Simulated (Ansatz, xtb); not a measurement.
**CHBN: where a starting geometry ends**

The starting geometry of this gas-phase doublet has its atoms placed at random.

| atom | x (Å) | y (Å) | z (Å) |
| --- | --- | --- | --- |
| C | 0.6012 | 0.5507 | -0.0452 |
| B | -1.2617 | -0.2982 | -0.6460 |
| N | 0.1325 | 1.5436 | -1.0550 |
| H | -0.1567 | 0.1643 | -1.0364 |

**Question.** One run relaxed it with r2SCAN-D4/def2-SVP. What is a likely outcome?

**Answer.** It ends as `[BH]C#N`. Distances that change by over a tenth: C1–N3 (1.49 → 1.18 Å). Contacts that open: C1–H4 (1.31 → 2.49 Å). Contacts that close: C1–B2 (2.13 → 1.48 Å).

The energy falls by 7.81 eV over 16 steps:

```csv
step,E − E(last) (eV)
1,7.810
3,5.246
4,4.764
6,3.313
8,0.917
9,0.517
11,0.056
13,0.006
14,0.001
16,0.000
```

Final geometry (Å):

```xyz
4

C     0.0321    1.0992   -0.4432
B    -0.6527   -0.1950   -0.6852
N     0.5159    2.1369   -0.1731
H    -0.5801   -1.0806   -1.4811
```

From the same start GFN2-xTB reaches the same bonding as this run.

From so rough a start the end depends on the optimiser's path, so another program may land elsewhere. The end wasn't checked by frequencies. Open shells are spin-unrestricted. Run with Ansatz 0.2.0, 58 s on 1 thread of Intel(R) Xeon(R) Platinum 8175M CPU @ 2.50GHz (Skylake/Cascade Lake) (shared host).
